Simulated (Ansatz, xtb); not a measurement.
C3H4ClFO: which of two isomers lies lower

We compare a, `FC1(Cl)COC1`, a singlet, with b, `F[C@@H]1OC[C@@H]1Cl`, a singlet. Both are isolated molecules in the gas phase, relaxed with PBE-D3(BJ)/def2-SVP.

Task: Estimate which is lower in electronic energy at CCSD(T)/def2-SVP + ΔMP2/def2-TZVPP, and by roughly how much.

Result: The CCSD(T)/def2-SVP + ΔMP2/def2-TZVPP calculation puts structure b lower, by 6.7 kcal/mol.

How the difference moves with the method:

```csv
level,geometry,E(b) − E(a) (kcal/mol),departure from the last row (kcal/mol),"job, with rough time for the two"
GFN2-xTB,GFN2-xTB,−1.5,+5.2,"optimisation, 0.11 s"
HF/STO-3G,GFN2-xTB,−1.1,+5.6,"single point, 0.32 s"
r2SCAN-D4/def2-SVP,GFN2-xTB,−6.4,+0.4,"single point, 3.9 s"
PBE-D3(BJ)/def2-SVP,PBE-D3(BJ)/def2-SVP,−6.1,+0.7,"optimisation, 26 s"
HF/def2-SVP,PBE-D3(BJ)/def2-SVP,−7.1,−0.4,part of the CCSD(T) run
MP2/def2-SVP,PBE-D3(BJ)/def2-SVP,−7.5,−0.7,part of the CCSD(T) run
CCSD(T)/def2-SVP,PBE-D3(BJ)/def2-SVP,−7.1,−0.3,single point
CCSD(T)/def2-SVP + ΔMP2/def2-TZVPP,PBE-D3(BJ)/def2-SVP,−6.7,,"single point, 39 s"
```

As drawn, both hold the same kinds of bond in the same numbers.

The levels shown agree on the order. The largest departure from CCSD(T)/def2-SVP + ΔMP2/def2-TZVPP is that of HF/STO-3G, 5.6 kcal/mol. The last row adds to CCSD(T) the change of the MP2 difference between the two basis sets, here +0.3 kcal/mol.

With harmonic frequencies from PBE-D3(BJ)/def2-SVP (ideal gas, rigid rotor, one conformer each, 298.15 K, 1 atm): the zero-point term adds +0.7 kcal/mol; ΔH is −6.1 and ΔG −5.8 kcal/mol.

The correlated steps freeze 10 core orbitals. Mirror images aren't counted in ΔG. Run with Ansatz 0.2.0, xtb 6.7.1; the last row on 2 threads of Arm Neoverse V2 on a shared host.
